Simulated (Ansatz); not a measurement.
**What a trial cell of VI relaxes into**

These are results of Ansatz 0.2.0, DFT PBE, scalar-relativistic, plane waves, PAW, not measurements. Cutoff 420 eV, Γ-centred k mesh, Gaussian smearing, collinear spin, first started from parallel moments.

VI was placed on the rock salt structure type (Fm-3m, No. 225), with V in place of Na, I in place of Cl, at a guessed volume.

```
V I
1.0
     0.00000    3.04131    3.04131
     3.04131    0.00000    3.04131
     3.04131    3.04131    0.00000
V I
1 1
Cartesian
  0.0000 0.0000 0.0000
  3.0413 3.0413 3.0413
```

Cell and atoms relax at zero pressure; the relaxation can't lower the symmetry of the start.

Formation energies are uncorrected and refer to the elements' standard structures at the same level.

**Question.** Which crystal results?

**Answer.** It keeps Fm-3m (No. 225). The result still has the rock salt structure. Conventional cell: a = 5.927 Å. V is coordinated by 6 I at 2.96 Å; around I lie 6 V at 2.96 Å.

```xyz
2
Lattice="0.0000 2.9634 2.9634 2.9634 0.0000 2.9634 2.9634 2.9634 0.0000" Properties=species:S:1:pos:R:3 pbc="T T T"
V     0.0000    0.0000    0.0000
I     2.9634    2.9634    2.9634
```

**Question.** What are its volume, energy, gap and moment?

**Answer.** The volume per atom is 26.02 Å³ and the density is 5.67 g/cm³. The energy over the elements is 0.56 eV/atom and the gap on the 16×16×16 mesh is 0 eV (a metal). The net moment per atom is 1.95 μB. The largest site moment is 3.22 μB.

The final run used a 16×16×16 mesh on its 2-atom cell and 0.10 eV smearing. The k mesh leaves about 4 meV/atom of noise in metals. Spin–orbit coupling is left out. Symmetry constrained the relaxation, so the result can be a saddle point. The steps took about 4 core-minutes in all.